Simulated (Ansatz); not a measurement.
# CHSi (quartet): from Hartree-Fock to the top rungs, cc-pVTZ

One table from this session's results is given with a row withheld; the runs are named, their logs left out.

Method: cc-pVTZ, core rule «outside noble gas», up to 6 orbitals frozen; program: Ansatz 0.2.0, Gaussian basis.

The runs, in order: UHF; CCSD(T) on ROHF; CCSD(T) on UHF; BCCD(T) on ROHF; CCSDT(Q) on ROHF; CCSDT(Q) on UHF; CASSCF and MRCISD+Q, 9 electrons in 9 orbitals; CASSCF and NEVPT2, 9 electrons in 9 orbitals.

5 further runs of the same task are left out: 5 set aside as unsound or not needed.

## What is computed

The geometry is a PBE0/def2-TZVP stationary point (not a proven minimum).

3 atoms, charge 0, spin multiplicity 4.

Atoms are counted from 1 here; the program's logs count them from 0.

Bond lengths: Si1–C2 1.893 Å, C2–H3 1.096 Å. Angles: Si1–C2–H3 133.1°.

Geometry (Å):

```xyz
3
CHSi
Si    0.0000    0.0326    0.6172
C     0.0000   -0.1270   -1.2686
H     0.0000    0.6065   -2.0825
```

Set-up of the first run:

in.yaml

```yaml
crystal:
  periodic: [false, false, false]
  atoms:
    - {symbol: Si, position_ang: [0.000000, 0.032553, 0.617233]}
    - {symbol: C, position_ang: [0.000000, -0.127023, -1.268554]}
    - {symbol: H, position_ang: [0.000000, 0.606549, -2.082531]}
basis:
  gaussian: {orbitals: cc-pVTZ}
magnetization: {spin_polarized: true, initial_magnetization: 3}
hamiltonian: {xc: hf}
output: {orbitals: {seedname: orbitals}}
```

On the command line:

```bash
$ ansatz run in.yaml --threads 1 --pin off --events-out ev --progress --plain --max-ram 2816MiB --backend cpu
```

Steps of the session up to this table: UHF; CCSD(T) on ROHF; CCSD(T) on UHF; BCCD(T) on ROHF; CCSDT(Q) on ROHF; CCSDT(Q) on UHF; CASSCF and MRCISD+Q, 9 electrons in 9 orbitals; CASSCF and NEVPT2, 9 electrons in 9 orbitals.

One of the session's tables, all rows but one given; the rest of the session is left out.

It belongs to the step «Misses and costs». 

| method | from UCCSDT(Q) (kJ/mol) |
| --- | --- |
| ROHF | +608.2 |
| UHF | +583.5 |
| RMP2 | +113.9 |
| UMP2 | +118.7 |
| RCCSD | +28.5 |
| UCCSD | ? |
| RCCSD(T) | +5.4 |
| UCCSD(T) | +5.4 |
| BCCD(T) | +5.3 |
| RCCSDT | +1.4 |
| UCCSDT | +1.2 |
| RCCSDT(Q) | +0.2 |
| UCCSDT(Q) | 0 |
| CASSCF valence | +451.6 |
| NEVPT2 valence | +105.4 |
| MRCISD valence | +40.8 |
| MRCISD+Q valence | +8.5 |

Q: Estimate the row for UCCSD from the others.

As computed: from UCCSDT(Q) (kJ/mol): +27.7. In the column «from UCCSDT(Q) (kJ/mol)» it lies between MRCISD+Q valence (+8.5) and RCCSD (+28.5).

Caveats from the session: Restricted and unrestricted rows rest on different reference determinants; where their highest levels disagree by more than a few hundredths of an eV, they describe different states and don't form one ladder.
